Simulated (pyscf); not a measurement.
F–SiH•–O–SiH₃ (SMILES F[SiH]O[SiH3]) + H₂ (SMILES [H][H]) -> •H₂Si–O–SiH₃ (SMILES [SiH2]O[SiH3]) + HF (SMILES F), a four-centre exchange (doublet surface; F–Si, H–H broken, H–Si, F–H formed). Optimised with ωB97X-D3(BJ)/def2-SVP in PySCF. Energies in kJ/mol from the separated reactants.

Small-basis levels: PySCF, no dispersion term, spherical d functions. AM1 to PM7: differences of heats of formation from MOPAC. GFN2-xTB: tblite. Open shells are spin-unrestricted. 

```
level                   barrier  reaction energy
----------------------  -------  ---------------
HF/STO-3G                 380.9            +88.7
HF/3-21G                  310.3           +150.7
HF/6-31G*                 320.1           +137.7
SVWN5/6-31G*              163.4           +162.3
PBE/6-31G*                204.6           +160.7
B3LYP/LANL2DZ             234.7            +90.9
M06-2X/6-31G*                 ?           +158.6
PBE/def2-SVP              172.7           +124.6
B3LYP/def2-SVP            208.6           +125.4
GFN2-xTB                  276.2           +123.0
PM3                           ?           +204.4
PM6                       278.7           +250.5
ωB97M-D3(BJ)/def2-TZVP        ?           +127.6
```

### Question
Fill in the missing entries.

### Answer

- M06-2X/6-31G*, barrier: 245.4
- PM3, barrier: 400.4
- ωB97M-D3(BJ)/def2-TZVP, barrier: 227.6

Against the last row the barrier runs from -64.3 (SVWN5/6-31G*) to +172.8 kJ/mol (PM3). ωB97M-D3(BJ)/def2-TZVP has limits of its own. The same reactants have a lower exit, to F–SiH₂–O–SiH₃ + H• (barrier +58.1 kJ/mol at ωB97M-D3(BJ), against +227.6 kJ/mol here). This is the saddle that the search found; another between the same sides may lie lower.
